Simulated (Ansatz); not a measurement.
Elements on the sites of an ideal fcc lattice, at a guessed lattice constant:

```xyz
16
Lattice="-3.6368 3.6368 -3.6368 3.6368 3.6368 3.6368 3.6368 -3.6368 -3.6368" Properties=species:S:1:pos:R:3 pbc="T T T"
Co    1.8184   -1.8184   -3.6368
Co    0.0000    0.0000   -3.6368
Co    1.8184    1.8184   -3.6368
Co    3.6368    1.8184   -1.8184
Co    3.6368    0.0000    0.0000
Co    0.0000    1.8184   -1.8184
Co    1.8184    3.6368   -1.8184
Co    0.0000    0.0000    0.0000
Co   -1.8184    3.6368   -1.8184
Co    1.8184    3.6368    1.8184
Ni    1.8184    1.8184    0.0000
Ir    3.6368   -1.8184   -1.8184
Ir    1.8184    0.0000   -1.8184
Ir   -1.8184    1.8184   -3.6368
Ir    3.6368    1.8184    1.8184
Ir    0.0000    3.6368    0.0000
```

Cell and atoms were relaxed without symmetry on coarser meshes and computed once more. Theory: DFT PBE, scalar-relativistic, plane waves, PAW in Ansatz.

Plane waves to 420 eV, a k mesh through Γ of 6×6×6 on the computed 16-atom cell and Gaussian smearing (0.10 eV); collinear spin from starting moments 1.72 1.78 1.63 1.81 1.72 1.66 1.75 1.73 1.6 1.67 0.54 0.25 0.13 0.16 0.23 0 μB.

The relaxation ran on 3×3×3 k points with a smearing of 0.1 eV, from sites shaken by 0.02 Å.

**Question.** What does the relaxation give?

**Answer.** A volume of 12.13 Å³/atom and no gap on the mesh. It lies 0.05 eV/atom above the elements' standard states (static lattices, no corrections for gases). The atoms leave their sites by 0.05 Å (root mean square) and 0.07 Å at most, and the cell stretches by up to 0.8 % at fixed volume. One magnetic start was tried.

```
CELL_PARAMETERS angstrom
-3.61756 3.65995 -3.66765
3.63619 3.63880 3.62787
3.63494 -3.62017 -3.64525
ATOMIC_POSITIONS crystal
Co 0.25093 0.99067 0.75474
Co 0.50000 0.99646 0.50524
Co 0.75173 0.50145 0.74607
Co 0.50023 0.75538 0.74511
Co 0.99943 0.50725 0.50512
Co 0.49997 0.24929 0.24934
Co 0.74728 0.74342 0.50931
Co 0.99893 0.99381 0.99155
Co 0.74224 0.24093 0.99683
Co 0.24631 0.75347 0.99690
Ni 0.25340 0.49972 0.25559
Ir 0.99288 0.24939 0.75520
Ir 0.25700 0.25272 0.49951
Ir 0.74242 0.00038 0.24612
Ir 0.00467 0.74327 0.24913
Ir 0.49985 0.49641 0.00147
```

The final mesh leaves forces up to 0.05 eV/Å and stresses up to 0.7 GPa: the relaxation ran on a coarser mesh, so the cell's shape, its bonds and its energy belong partly to that mesh.

Spin-orbit coupling is left out, which matters for the bands of heavy elements.

Cost: 2 runs of about 56 core-minutes in all (earlier runs that led there not counted), on Intel Xeon Platinum 8259CL (Skylake/Cascade Lake) (shared hosts).